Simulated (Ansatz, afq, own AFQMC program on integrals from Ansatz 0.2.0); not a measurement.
## Ge$_{2}$H$_{3}$, doublet: AFQMC among the cluster methods

```yaml
atoms:
  - { symbol: Ge, position_ang: [-0.0022, 0.0000, 1.3633] }
  - { symbol: Ge, position_ang: [-0.0016, 0.0000, -1.4469] }
  - { symbol: H, position_ang: [1.6938, 0.0000, 1.7930] }
  - { symbol: H, position_ang: [-0.7097, 1.4039, 2.1159] }
  - { symbol: H, position_ang: [-0.7098, -1.4039, 2.1159] }
```

Connectivity, by distances: GeH3–Ge.

Basis cc-pVDZ. Noble-gas cores (and the filled d shells of Ga–Kr and In–Xe) are frozen. AFQMC by an in-house program on the Cholesky factors that Ansatz 0.2.0 writes for its CCSD(T) run. The CISD trial takes its coefficients from CCSD amplitudes. Released means that phaseless walkers are propagated on without the constraint, phases kept. ± is one standard error of the sampling. No spin–orbit coupling.

Determinant: UHF, the one that the program's search chose, which needn't be the lowest solution. The geometry is a point of a scan.

No full CI on the walks' own integrals is used here. The released AFQMC energy serves as the reference, which it does only where one determinant dominates, the energy is flat over the last release times and near the phaseless one (40 meV or 2 meV an electron, half that with transition metals). On small molecules, where full CI could be run and the noise was under 10 meV, such values lay within 10 meV of it in 19 cases of 20, a flattering rate, since the rule was set on those same cases; what remains of the bias isn't in the error bar.

Cautions: no relativity below Rb; no spin-orbit coupling; inner d shell frozen; the ph-AFQMC/CISD walk drifts between its halves (2.5 errors); the released value is read at 2.40 1/Eh with a noise of 14 meV, more than in the cases checked (meV from the phaseless value at times in 1/Eh: -12 ± 12 at 0.24, -24 ± 10 at 0.51, -7 ± 10 at 0.99, -19 ± 12 at 1.62, -8 ± 14 at 2.40).

The T1 diagnostic is 0.0155, the weight of the determinant in the CISD state is 0.852 and the ⟨S²⟩ of the determinant is 0.766. The size of the correlated space is 11 electrons in 41 orbitals.

Reference: AFQMC with the constraint released, correlation energy -5.665 ± 0.014 eV.

```tsv
level	E − E(reference) (mEh)	share of correlation (%)
HF	208.20 ± 0.50	0.00
MP2	51.46 ± 0.50	75.28
CCSD	7.12 ± 0.50	96.58
CCSD(T)	1.16 ± 0.50	99.44
ph-AFQMC/CISD	0.28 ± 0.64	99.86
```

A walk keeps the symmetry of its determinant, which the program's search chose and which needn't be the lowest solution, so a lower state of the same spin and another symmetry isn't excluded. Released energies are given only where the last usable release times agree within the noise; a slower fall can still hide under it.
